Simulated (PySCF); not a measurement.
## Working out the ionisation energy of Ne

Ne [Ne] (1S) → Ne⁺ [He] 2s2 2p5 (2P). Computed with PySCF 2.14 in def2-TZVPPD, with no relativity, point nucleus. Frozen: nothing. Energies in hartree (1 hartree = 27.21139 eV):

| part | Ne (lower) | Ne⁺ (upper) |
| --- | --- | --- |
| UHF | -128.541803 | -127.818690 |
| MP2 opposite-spin | -0.211575 | -0.163998 |
| MP2 same-spin | -0.071624 | -0.048818 |

Task: What does Hartree-Fock give?

Result: (-127.818690) − (-128.541803) = 0.723113 hartree = 19.677 eV.

Task: What do MP2 and SCS-MP2 (6/5 opposite-spin, 1/3 same-spin) give?

Result: The opposite-spin parts differ by 1.295 eV and the same-spin parts by 0.621 eV. MP2: 19.677 + (1.295) + (0.621) = 21.593 eV. SCS-MP2: 19.677 + 1.2 × (1.295) + (0.621)/3 = 21.438 eV.

Measured between the centres of the two terms (NIST): 21.597 eV, so MP2 (valence and next inner shell) is off by -0.004 eV.

What remains against the reference includes basis incompleteness and correlation beyond second order.
